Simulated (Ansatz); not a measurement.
# CH3O, doublet in 6-31G: errors against UCCSDTQ

Geometry: MP2(full)/6-31G*, from the G2/97 set.

```yaml
atoms:
  - { symbol: C, position_ang: [0.7272, 0.0561, -0.0740] }
  - { symbol: O, position_ang: [-0.6323, -0.0992, 0.0384] }
  - { symbol: H, position_ang: [-1.0521, 0.7667, -0.0872] }
  - { symbol: H, position_ang: [1.1626, 1.0017, 0.2340] }
  - { symbol: H, position_ang: [1.2609, -0.8617, 0.1260] }
```

Basis 6-31G; Ansatz 0.2.0. Correlated methods freeze the noble-gas cores, which leaves 13 electrons in 22 orbitals. Prefix R: restricted or restricted open-shell reference; prefix U: unrestricted. Active spaces: valence = (13e, 11o) chosen from the atoms' valence shells.

Full CI isn't at hand for all of this; UCCSDTQ serves as the reference, and is uncertain by about the last step of the cluster series. The frozen core follows each run's orbitals, which can shift R against U totals by a few meV.

For open shells CISD and CISDTQ are restricted-active-space CI with the open shells as a complete middle space.

* UHF ⟨S²⟩: 0.760
* T1 diagnostic (RCCSD): 0.0199
* largest doubles amplitude (RCCSD): 0.028
* T1 diagnostic (UCCSD): 0.0164

From what is known of these methods and the diagnostics, rank them by the size of their error in total energy against UCCSDTQ in 6-31G, smallest first (an estimate: the text doesn't fix the numbers).
A. RMP2
B. MRCISD (valence space)
C. UCCSD
D. RCCSDT(Q)
E. RCCSDT

D (0.01 mEh), E (0.53 mEh), C (4.47 mEh), B (5.39 mEh), A (23.09 mEh).

All errors are against UCCSDTQ in 6-31G. Below it: RCCSDT(Q). Within each family the higher level lies nearer, as is usual though not guaranteed.

Natural occupations of CASSCF (valence space) about the gap: 1.984 1.979 1.975 1.969 1.007 0.032 0.026 0.021 0.019; effectively unpaired electrons, Σ n²(2−n)², 1.02.

Atomization energy (electronic, same basis, no zero-point term; atoms at the same level, unrestricted beside the R rows where the molecule is a closed shell, with restricted open-shell steps beyond CCSDT(Q)) at UCCSDTQ: 1394.3 kJ/mol. Errors of other levels:

```csv
level,error (kJ/mol)
RHF,-323.2
UHF,-323.3
RMP2,1.4
UMP2,-0.6
CISD,-44.1
RCCSD,-9.3
UCCSD,-9.3
RCCSD(T),-1.7
UCCSD(T),-1.9
BCCD(T),-1.7
RCCSDT,-1.2
UCCSDT,-1.3
CISDTQ,-2.1
RCCSDT(Q),0.2
UCCSDT(Q),0.1
RCCSDTQ,0.1
CASSCF (valence space),-83.9
NEVPT2 (valence space),16.8
MRCISD (valence space),-10.4
MRCISD+Q (valence space),-3.5
```

This basis is far from its limit, so the value isn't to be set against a measured one. Truncated CI isn't size-consistent, which counts against it in atomization.
